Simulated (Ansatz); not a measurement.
We consider hematite (α-Fe2O3), described by PBE-D3(BJ) in Ansatz (PAW).

Settings: plane-wave cutoff 520 eV, 8×8×8 k mesh, Fermi–Dirac smearing 0.01 eV, spin-polarised with opposed moments, scalar-relativistic PAW data made under PBE.

Results at a series of volumes:

| V (Å³/atom) | E − E_lowest (meV/atom) | P (GPa) |
|---|---|---|
| 9.483 | 9.08 | 7.56 |
| 9.680 | 2.21 | 3.63 |
| 9.878 | 0.00 | 0.00 |
| 10.075 | 2.09 | -3.34 |
| 10.273 | 8.11 | -6.38 |

**Question.** Estimate the bulk modulus and its pressure derivative from these points.

**Answer.** V0 = 9.878 Å³/atom, B0 = 174 GPa, B′ = 3.2 (fit to the energies at full precision).

Shape and atoms are relaxed at each volume.

Measured, for comparison: bulk modulus 204 GPa (300 K, copied from a table, unchecked, no zero-point or thermal correction, our sources range from 204 to 231; as tabulated in BurnMan's mineral tables). Computed (rounded) less measured: bulk modulus not scored (sources differ).

Note: without U or exact exchange, gaps and moments of open d shells tend to come out too small; the bulk modulus comes from volumes at which shape and atoms were relaxed.

Computed values are for the static lattice.

Cost on a shared machine: about 50 core-minutes (a rough figure).

Ansatz is a first-principles code.
